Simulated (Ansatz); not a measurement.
# C5H7F: the cost of one run

All numbers below are computed with Ansatz 0.2.0 (RKS BHLYP/6-31G*).

## (1) The structure to begin with

Bond lengths: C1–C2 1.332 Å, C2–C3 1.308 Å, C3–C4 1.547 Å, C3–C5 1.485 Å, C5–F6 1.371 Å, C1–H7 1.039 Å, C1–H8 1.072 Å, C4–H9 1.051 Å, C4–H10 1.072 Å, C4–H11 1.129 Å, C5–H12 1.105 Å, C5–H13 1.068 Å. Angles (14 of 19 angles, heavy atoms first): C1–C2–C3 178.6°, C2–C3–C4 122.1°, C2–C3–C5 122.9°, C4–C3–C5 114.4°, C3–C5–F6 111.4°, C2–C1–H7 122.0°, C2–C1–H8 114.8°, C3–C4–H9 110.3°, C3–C4–H10 108.7°, C3–C4–H11 103.2°, C3–C5–H12 112.5°, C3–C5–H13 114.4°, F6–C5–H12 107.7°, F6–C5–H13 104.9°.

Structure file:

```xyz
13

C    -0.4103   -2.3265    0.7188
C    -0.2209   -1.0660    0.3307
C    -0.0075    0.1626   -0.0644
C     0.7906    0.4870   -1.3494
C    -0.3351    1.3463    0.7698
F    -0.8915    2.3489    0.0191
H     0.3491   -2.8888    1.1507
H    -1.4035   -2.7000    0.5633
H     1.6147    1.0984   -1.1220
H     1.0314   -0.4322   -1.8461
H     0.0378    1.0331   -1.9893
H    -1.0414    1.1067    1.5851
H     0.5070    1.7959    1.2485
```

## (2) Relaxing end A

input.yaml reads:

```yaml
crystal:
  periodic: [false, false, false]
  atoms:
    - { symbol: C, position_ang: [-0.4103, -2.3265, 0.7188] }
    - { symbol: C, position_ang: [-0.2209, -1.066, 0.3307] }
    - { symbol: C, position_ang: [-0.0075, 0.1626, -0.0644] }
    - { symbol: C, position_ang: [0.7906, 0.487, -1.3494] }
    - { symbol: C, position_ang: [-0.3351, 1.3463, 0.7698] }
    - { symbol: F, position_ang: [-0.8915, 2.3489, 0.0191] }
    - { symbol: H, position_ang: [0.3491, -2.8888, 1.1507] }
    - { symbol: H, position_ang: [-1.4035, -2.7, 0.5633] }
    - { symbol: H, position_ang: [1.6147, 1.0984, -1.122] }
    - { symbol: H, position_ang: [1.0314, -0.4322, -1.8461] }
    - { symbol: H, position_ang: [0.0378, 1.0331, -1.9893] }
    - { symbol: H, position_ang: [-1.0414, 1.1067, 1.5851] }
    - { symbol: H, position_ang: [0.507, 1.7959, 1.2485] }
basis:
  gaussian: { orbitals: "6-31G*" }
hamiltonian:
  xc: { name: BHLYP }
relax:
  f_tol: 0.015
  max_steps: 40
```

Launch:

```bash
$ ansatz run input.yaml --threads 2 --pin off --max-ram 3072MiB --backend cpu --events-out ev --progress --plain --runs-dir out
```

Q: Estimate wall time and peak memory on 2 threads of Arm Neoverse V2, shared host.

About 28 s, with a peak of 0.23 GiB.
